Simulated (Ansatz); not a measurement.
# AlNH (quartet): from Hartree-Fock to the top rungs at distance Al1–H3 = 1.428 Å, 6-31G

Aim: climb from Hartree-Fock through coupled cluster and multireference methods for AlNH (quartet) at one geometry and basis, and see what each rung misses.

Method: 6-31G, core rule «outside noble gas», up to 6 orbitals frozen; program: Ansatz 0.2.0, Gaussian basis.

The runs, in order: UHF; CCSD(T) on ROHF; CCSD(T) on UHF; BCCD(T) on ROHF; CISD; CCSDT(Q) on ROHF; CCSDT(Q) on UHF; CCSDTQ on ROHF; CASSCF and MRCISD+Q, 5 electrons in 5 orbitals; CASSCF and NEVPT2, 5 electrons in 5 orbitals; CASSCF and MRCISD+Q, 9 electrons in 9 orbitals; CASSCF and NEVPT2, 9 electrons in 9 orbitals; Full CI.

13 further runs of the same task are left out: 10 that didn't finish, 3 set aside as unsound or not needed.

### 1 The system

The geometry derives from a PBE0/def2-TZVP stationary point (not a proven minimum). One bond is set to the value named and the two fragments are kept rigid.

3 atoms, charge 0, spin multiplicity 4.

Atoms are counted from 1 here; the program's logs count them from 0.

Bond lengths: Al1–N2 1.919 Å, Al1–H3 1.428 Å. Angles: N2–Al1–H3 112.5°.

### 2 UHF

in.yaml

```yaml
crystal:
  periodic: [false, false, false]
  atoms:
    - {symbol: Al, position_ang: [0.000000, -0.100794, 0.619556]}
    - {symbol: N, position_ang: [0.000000, 0.111394, -1.287612]}
    - {symbol: H, position_ang: [0.000000, 1.150162, 1.308246]}
basis:
  gaussian: {orbitals: 6-31G}
magnetization: {spin_polarized: true, initial_magnetization: 3}
hamiltonian: {xc: hf}
output: {orbitals: {seedname: orbitals}}
```

Started as:

```bash
> ansatz run in.yaml --threads 1 --pin off --events-out ev --progress --plain --max-ram 2393MiB
```

After this run come: CCSD(T) on ROHF; CCSD(T) on UHF; BCCD(T) on ROHF; CISD; CCSDT(Q) on ROHF; CCSDT(Q) on UHF; CCSDTQ on ROHF; CASSCF and MRCISD+Q, 5 electrons in 5 orbitals; CASSCF and NEVPT2, 5 electrons in 5 orbitals; CASSCF and MRCISD+Q, 9 electrons in 9 orbitals; CASSCF and NEVPT2, 9 electrons in 9 orbitals; Full CI.

Before running them: what should the planned runs give, taken together? Wanted: FCI below the RHF energy; RMP2 from FCI; UMP2 from FCI; RCCSD from FCI; RCCSD(T) from FCI; UCCSD(T) from FCI; RCCSDT(Q) from FCI; UCCSDT(Q) from FCI; NEVPT2 pair from FCI.

As calculated:

```
                         quantity                                                                                                        value
         FCI below the RHF energy                                                                                                   -2.7874 eV
                    RMP2 from FCI                                                                                                   +630.0 meV
                    UMP2 from FCI                                                                                                   +606.4 meV
                   RCCSD from FCI                                                                                                    +71.0 meV
                RCCSD(T) from FCI                                                                                                    +21.0 meV
                UCCSD(T) from FCI                                                                                                    +20.0 meV
               RCCSDT(Q) from FCI                                                                                                     +0.6 meV
               UCCSDT(Q) from FCI                                                                                                     -1.1 meV
             NEVPT2 pair from FCI                                                                                                   +563.3 meV
           MRCISD+Q pair from FCI                                                                                                    +26.5 meV
          NEVPT2 valence from FCI                                                                                                   +354.8 meV
levels within 1 kcal/mol (43 meV)  RCCSD(T), UCCSD(T), BCCD(T), RCCSDT, UCCSDT, RCCSDT(Q), UCCSDT(Q), RCCSDTQ, MRCISD+Q pair, MRCISD+Q valence
                    T1 diagnostic                                                                                                        0.033
   effectively unpaired electrons                                                                                                         3.03
```

In words: RCCSD(T) lands +21.0 meV from the yardstick (0.8 % of the correlation energy). One determinant dominates. Of the multireference levels listed MRCISD+Q pair comes nearest in total energy (+26.5 meV), which doesn't show that its space is the better one. These misses are within one basis, not against nature; the frozen cores of restricted and unrestricted runs differ, which can shift their rows.
